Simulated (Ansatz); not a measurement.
**Property card for TaGa3**

Method: Ansatz, DFT PBEsol, scalar-relativistic, plane waves, PAW.

Plane waves to 420 eV, a k mesh through Γ of 16×16×16 on the computed 4-atom cell and Gaussian smearing (0.10 eV); no spin polarisation.

The structure is relaxed at this level of theory with its symmetry kept. Whether it is the stable form of this composition wasn't checked.

Symmetry: I4/mmm, No. 139, tetragonal system. Conventional cell: a = 3.776 Å, b = 3.776 Å, c = 8.636 Å, α = 90.00°, β = 90.00°, γ = 90.00°. Around Ta (site symmetry 4/mmm) lie 12 Ga at 2.67 to 2.87 Å. Ga (site symmetry 4/mmm) has 4 Ta at 2.67 Å and 8 Ga at 2.87 Å as nearest neighbours. Around Ga (site symmetry -4m2) lie 8 Ga at 2.67 to 2.87 Å and 4 Ta at 2.87 Å.

```json
{
  "Volume per atom": "15.39 Å³",
  "Formation energy from the elements' standard states (uncorrected)": "-0.229 eV/atom",
  "Kohn–Sham band gap": "none (metal)",
  "Density of states at the Fermi level": "0.70 states/eV per cell",
  "Löwdin character within 0.5 eV of the Fermi level": "Ta 5d 55 %, Ga 4p 25 %, Ga 4s 13 %",
  "Bulk modulus": "141 GPa",
  "Its pressure derivative": "4.7",
  "Bader charges (e)": "Ta (1 in the cell) 0.58, Ga (1 in the cell) -0.25, Ga (2 in the cell) -0.17"
}
```

Spin-orbit coupling is left out, which matters for the bands of heavy elements.

Cost: 9 runs of about 20 core-minutes in all, on Arm Neoverse V2 (shared hosts).